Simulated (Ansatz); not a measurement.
Coupled-cluster diagnostics for the cluster B2H2⁺ (the lowest doublet isomer of a short search), Ansatz.

Geometry of the doublet (r2SCAN-D4/def2-TZVP):

```xyz
4

B     0.232    0.768   -0.075
B    -0.230   -0.769    0.073
H    -0.569   -1.887    0.182
H     0.566    1.888   -0.181
```

Correlated methods freeze 2 core orbitals. The structure comes from a short search, and lower isomers may exist.

Geometry of the charge 1 quartet (r2SCAN-D4/def2-TZVP):

Cartesian coordinates in Å:
```
B 0.153 -0.070 -0.378
B -0.622 -0.778 0.851
H -0.244 0.477 0.839
H 0.713 0.372 -1.312
```

**Question.** Estimate the CCSD(T) correlation energy, the shares of MP2 and (T), T1 and the reference's ⟨S²⟩ for: charge 1, doublet, own geometry in def2-TZVPP; charge 1, quartet, own geometry in def2-TZVPP; and the rough time on 4 threads of AMD EPYC 9R45 on a shared host.

**Answer.** 
```json
{"state": "charge 1, doublet, own geometry", "basis": "def2-TZVPP", "correlation (eV)": "-4.388", "MP2 share (%)": "79.7", "(T) share (%)": "2.5", "T1": "0.009", "⟨S²⟩ (pure)": "0.76 (0.75)", "wall time": "0.9 s"}
{"state": "charge 1, quartet, own geometry", "basis": "def2-TZVPP", "correlation (eV)": "-4.051", "MP2 share (%)": "80.5", "(T) share (%)": "3.3", "T1": "0.017", "⟨S²⟩ (pure)": "3.75 (3.75)", "wall time": "0.75 s"}
```
Customary marks for T1 are 0.02 (closed shells), 0.045 (open shells) and about 0.05 (3d metals). T1 stays under 0.02 throughout.
